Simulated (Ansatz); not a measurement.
# AlSiH₄ radical (SMILES [AlH][SiH3]): one structure at several levels

One table from this session's results is given with a row withheld; the runs are named, their logs left out.

Computed with Ansatz 0.2.0, Gaussian basis. Level: single points in def2-TZVPP.

Correlated methods freeze the cores. Orbitals are unrestricted.

## Starting geometry

SMILES `[AlH][SiH3]`, 6 atoms, charge 0, spin multiplicity 2.

Atoms are counted from 1 here; the program's logs count them from 0.

Bond lengths: Al1–Si2 2.662 Å, Al1–H3 1.716 Å, Si2–H4 1.480 Å, Si2–H5 1.605 Å, Si2–H6 1.295 Å. Angles: Si2–Al1–H3 118.0°, Al1–Si2–H4 106.3°, Al1–Si2–H5 121.0°, Al1–Si2–H6 100.5°, H4–Si2–H5 110.5°, H4–Si2–H6 105.1°, H5–Si2–H6 112.0°.

As a file:

```xyz
6
charge 0, multiplicity 2
Al    0.5741   -1.2552    1.4557
Si   -0.2294    0.6600   -0.2101
H     1.3188   -2.6483    0.7841
H    -1.5447    0.2292   -0.7352
H     0.7143    1.1639   -1.4061
H    -0.4962    1.6080    0.6311
```

Set-up of the first run:

Input file run/in.yaml:

```yaml
crystal:
  periodic: [false, false, false]
  atoms:
    - {symbol: Al, position_ang: [0.574100, -1.255200, 1.455700]}
    - {symbol: Si, position_ang: [-0.229400, 0.660000, -0.210100]}
    - {symbol: H, position_ang: [1.318800, -2.648300, 0.784100]}
    - {symbol: H, position_ang: [-1.544700, 0.229200, -0.735200]}
    - {symbol: H, position_ang: [0.714300, 1.163900, -1.406100]}
    - {symbol: H, position_ang: [-0.496200, 1.608000, 0.631100]}
basis:
  gaussian: {orbitals: def2-TZVPP}
magnetization: {spin_polarized: true, initial_magnetization: 1}
correlation: {method: ccsd_t}
scf: {omitted_lower_state_checks: [cluster_reference]}
output: {forces: true}
```

The command line of these runs was not kept.

Steps of the session up to this table: CCSD(T)/def2-TZVPP; PBE0-D4/def2-TZVPP; wB97M-V/def2-TZVPP; r2SCAN-D4/def2-TZVPP; PBE-D4/def2-TZVPP; BHLYP-D4/def2-TZVPP; r2SCAN0-D4/def2-TZVPP.

One table of the session follows, with a row left open; its other results are not shown here.

| method | RMS force component (eV/Å) | angle to CCSD(T) forces (°) | dipole (D) |
| --- | --- | --- | --- |
| CCSD(T) | 1.896 | reference | 0.86 |
| PBE0-D4 | 1.905 | 1.4 | 0.85 |
| wB97M-V | ? | ? | ? |
| r2SCAN-D4 | 1.893 | 1.2 | 0.87 |
| PBE-D4 | 1.901 | 4.0 | 0.81 |
| BHLYP-D4 | 1.860 | 2.4 | 0.97 |
| r2SCAN0-D4 | 1.895 | 0.8 | 0.92 |

Estimate the missing values for wB97M-V.

**Answer.** RMS force component (eV/Å): 1.874; angle to CCSD(T) forces (°): 1.1; dipole (D): 1.13. In the column «RMS force component (eV/Å)» it lies between BHLYP-D4 (1.860) and r2SCAN-D4 (1.893).
